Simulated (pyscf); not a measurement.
Thermochemistry of product channels of :HSi–AsH₂ [singlet] + H atom (H•) on the doublet surface, in kJ/mol, from ωB97M-D3(BJ)/def2-TZVP energies (ideal gas, 1 atm, RRHO with modes under 100 cm⁻¹ raised to 100, one conformer, R ln 2 for rigid chiral ones). Structures and frequencies: ωB97X-D3(BJ)/def2-SVP in PySCF.

| products | ΔE | ΔH(298 K) | ΔG(298 K) | ΔG(600 K) |
|---|---|---|---|---|
| H₃Si–AsH• | -349.4 | -331.4 | -299.5 | -265.7 |
| H₂Si=As• + hydrogen (H₂) | … | -197.3 | -196.6 | … |
| [HSi=AsH]• + hydrogen (H₂) | -147.9 | -141.6 | -143.2 | -144.5 |
| AsH [triplet] + silyl (SiH₃•) | -82.6 | -74.2 | -81.5 | -87.2 |
| •H₂Si–AsH₂ | -280.5 | -263.5 | -231.9 | -198.5 |
| AsH₂• + silylene (SiH₂) [singlet] | … | -85.9 | -95.4 | -103.2 |

Q: Complete the blanks.

A: 
- H₂Si=As• + hydrogen (H₂), ΔE: -205.5
- H₂Si=As• + hydrogen (H₂), ΔG(600 K): -195.4
- AsH₂• + silylene (SiH₂) [singlet], ΔE: -89.9

These are energies of the channels, which say nothing of barriers. :HSi–AsH₂ [singlet] lies 70.3 kJ/mol over its isomer H₂Si=AsH, and others may lie lower still (electronic energy, ωB97M-D3(BJ)). Elements up to Kr have no core potential and no relativistic terms here.
